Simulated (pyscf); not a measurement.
**Four-centre exchange: germane (GeH₄) + acetylene (HC≡CH) -> HC≡C–GeH₃ + hydrogen (H₂)**

Gas phase, singlet surface, charge 0. Bonds broken: Ge1–H2, C6–H8. Bonds formed: Ge1–C6, H2–H8. PySCF, gas phase, ωB97X-D3(BJ)/def2-SVP geometries.

Transition state (Å):

```xyz
9

Ge     0.3105     0.3199    -0.5998
H      1.1411    -0.4809     0.8253
H      0.2562     1.8449    -0.5450
H     -0.7765    -0.5189    -1.2679
H      1.6495    -0.0410    -1.3319
C     -1.1298     0.3839     1.2504
C     -2.0663     0.5588     2.0191
H      0.2969    -0.2087     1.1442
H     -2.8939     0.7153     2.6923
```

One imaginary mode, 1635i cm⁻¹; descent along it reached the two sides named.

```tsv
bond	change	reactant side (Å)	saddle	product side
Ge1–H2	breaks	1.536	1.834	4.2
C6–H8	breaks	1.085	1.549	3.0
Ge1–C6	forms	3.6	2.346	1.908
H2–H8	forms	2.8	0.943	0.761
```

Electronic energies relative to the separated reactants (kJ/mol):

```
level                   barrier  reaction energy  reverse barrier
----------------------  -------  ---------------  ---------------
ωB97X-D3(BJ)/def2-TZVP    321.1             -0.5            321.7
PBE/def2-TZVP             292.5             +5.9            286.7
r²SCAN/def2-TZVP          304.1             +2.6            301.5
B3LYP-D3(BJ)/def2-TZVP    315.7             +5.2            310.5
PBE0-D3(BJ)/def2-TZVP     304.8             +5.0            299.8
M06-2X/def2-TZVP          307.6             -5.9            313.4
ωB97M-D3(BJ)/def2-TZVP    324.0             +8.2            315.8
HF/def2-TZVP              389.2            +17.1            372.1
```

With ωB97M-D3(BJ)/def2-TZVP energies and thermal terms (ideal gas, 1 atm, RRHO with modes under 100 cm⁻¹ raised to 100, one conformer, R ln 2 for chiral ones without a mode under 150 cm⁻¹), in kJ/mol:

| T (K) | ΔH‡ | ΔG‡ | ΔH | ΔG |
|---|---|---|---|---|
| 298 | 314.5 | 343.8 | -1.5 | +0.2 |
| 600 | 315.7 | 373.0 | +2.9 | +0.1 |
| 900 | 317.8 | 401.3 | +5.5 | -1.9 |
| 1200 | 320.2 | 428.8 | +6.9 | -4.6 |

At the saddle there is also a short Ge–H contact that neither side keeps. The same reactants have a lower exit, to H₂C=CH–GeH₃ (barrier +223.8 kJ/mol at ωB97M-D3(BJ)/def2-TZVP, against +324.0 kJ/mol here). HC≡C–GeH₃ lies 23.0 kJ/mol over its isomer H₂C=CH–GeH: [singlet] (electronic energy, ωB97M-D3(BJ)/def2-TZVP). One saddle was located; it need not be the lowest between these sides. Elements up to Kr have no core potential and no relativistic terms here.
